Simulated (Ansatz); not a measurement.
Anatase TiO₂ (metastable phase) was calculated with BLYP in Ansatz (PAW).

Numerical settings: plane-wave cutoff 520 eV, 12×12×12 k mesh, Fermi–Dirac smearing 0.01 eV, no spin polarisation, scalar-relativistic PAW data made under PBE.

Cell (relaxed at this level):

```
CELL_PARAMETERS angstrom
     -1.90987     1.90987     4.91910
      1.90987    -1.90987     4.91910
      1.90987     1.90987    -4.91910
ATOMIC_POSITIONS crystal
  Ti 0.75000 0.25000 0.50000
  Ti 0.00000 0.00000 0.00000
  O  0.54452 0.04452 0.50000
  O  0.79452 0.79452 0.00000
  O  0.20548 0.20548 0.00000
  O  0.95548 0.45548 0.50000
```

Q: Give the computed smallest direct gap on the k points sampled, pressure derivative B′ of the bulk modulus, direct gap at Γ, band gap and bulk modulus B0.

A: 
* **smallest direct gap on the k points sampled**: 2.38 eV
* **pressure derivative B′ of the bulk modulus**: 2.9
* **direct gap at Γ**: 2.48 eV
* **band gap**: 2.10 eV (indirect)
* **bulk modulus B0**: 168 GPa

Measured, for comparison: band gap 3.42 eV (low temperature, zero-point motion not removed, gap of extended states, from the Urbach tail; as tabulated in Kang and Hybertsen (2010), arXiv:1006.4085). Computed (rounded) less measured: band gap -1.32 eV.

Note: the bulk modulus comes from volumes at which shape and atoms were relaxed.

Computed values are for the static lattice.

The result took very roughly 17 core-minutes.

Ansatz is a quantum-chemistry and plane-wave program.
